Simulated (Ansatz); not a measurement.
in.yaml

```yaml
crystal:
  periodic: [false, false, false]
  atoms:
    - {symbol: Ge, position_ang: [0.000000, 0.000000, 0.000000]}
    - {symbol: N, position_ang: [0.000000, 0.000000, 1.738805]}
basis:
  gaussian: {orbitals: cc-pVDZ}
total_charge: 1
magnetization: {spin_polarized: false, initial_magnetization: 2}
correlation: {method: fic_mrcisd_q, electrons: outside_noble_gas, active_space: {window: {electrons: 8, orbitals: 8}, shells: [{species: Ge, l: s, shell: 4}, {species: Ge, l: p, shell: 4}, {species: "N", l: s, shell: 2}, {species: "N", l: p, shell: 2}]}}
```

```sh
$ ansatz run in.yaml --threads 1 --pin off --events-out ev --progress --plain --max-ram 2764MiB --backend cpu
```

Output:

```
772 factors; integrals over basis functions are off by at most 1.9e-7 eV
mean field evaluation 1: about -57934.6399 eV, gradient 4.4e1 eV
mean field evaluation 2: about -57934.6435 eV, gradient 4.4e1 eV
mean field evaluation 4: about -57942.2014 eV, gradient 4.4e0 eV
mean field evaluation 8: about -57943.2381 eV, gradient 7.4e-1 eV
mean field evaluation 16: about -57943.3134 eV, gradient 7.4e-1 eV
mean field evaluation 32: about -57937.9574 eV, gradient 5.8e-2 eV
mean field evaluation 64: about -57943.4751 eV, gradient 6.9e0 eV
mean field evaluation 96: about -57938.8263 eV, gradient 4.5e0 eV
mean field evaluation 128: about -57943.8365 eV, gradient 1.4e0 eV
mean field evaluation 160: about -57942.7494 eV, gradient 2.9e0 eV
mean field -57943.84630132 eV, -2129.3970758237 hartree, gradient 9.4e-7 eV, S^2 2.000000; 14 other end points of the search recorded, 0 dependent functions left out
reference -57943.84630132 eV, -2129.3970758237 hartree; 20, 18 occupied and 21, 23 virtual orbitals, 772 factors
state -57945.49317775 eV, -2129.4575974164 hartree
contracted CI cycle   1: correlation 0.00000000 eV, 0.0000000000 hartree, residual 1.60e1 eV
contracted CI cycle   2: correlation -3.08833976 eV, -0.1134943928 hartree, residual 2.89e0 eV
contracted CI cycle   3: correlation -3.19147496 eV, -0.1172845415 hartree, residual 5.95e-1 eV
contracted CI cycle   4: correlation -3.19626634 eV, -0.1174606216 hartree, residual 1.46e-1 eV
contracted CI cycle   5: correlation -3.19655694 eV, -0.1174713009 hartree, residual 3.80e-2 eV
contracted CI cycle   6: correlation -3.19657700 eV, -0.1174720379 hartree, residual 9.81e-3 eV
contracted CI cycle   7: correlation -3.19657841 eV, -0.1174720897 hartree, residual 2.62e-3 eV
contracted CI cycle   8: correlation -3.19657850 eV, -0.1174720932 hartree, residual 6.09e-4 eV
state -57945.49317775 eV, -2129.4575974164 hartree; corrected -57948.84482300 eV, -2129.5807681073 hartree
Total energy: -57948.84482300 eV, -2129.5807681073 hartree
Checks for a lower state left out: starts, orbital_swaps
```

Ran on 1 thread of AMD EPYC 7R13, shared host: 7.5 s wall, 0.23 GiB peak host memory.
